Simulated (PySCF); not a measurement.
Homolysis of single bonds, series B Cl-I. Gas-phase values, no solvent. Strings in code marks are SMILES.

The dipole moment from two functionals at the same geometries (PBE0-D3(BJ)/def2-TZVP), both in PySCF: PBE-D3(BJ)/def2-TZVP and ωB97X-D3(BJ)/def2-TZVP. 

```
species                       PBE-D3(BJ)/def2-TZVP (D)  ωB97X-D3(BJ)/def2-TZVP (D)
----------------------------  ------------------------  --------------------------
whole molecule (`ClB(Cl)Cl`)                      0.00                        0.00
radical fragment (`Cl[B]Cl`)                      0.44                        0.30
whole molecule (`ClB(Cl)I`)                       0.09                        0.04
radical fragment (`Cl[B]I`)                       0.57                        0.43
whole molecule (`IB(I)Cl`)                        0.11                        0.06
radical fragment (`I[B]I`)                        0.73                        0.58
whole molecule (`IB(I)I`)                         0.00                        0.00
```

Over these rows, drawn at random from the members with no instability flagged (it was tested for open shells, ions and some series alone), PBE minus ωB97X-D3(BJ): mean +0.08 D, from 0.00 D to +0.15 D.
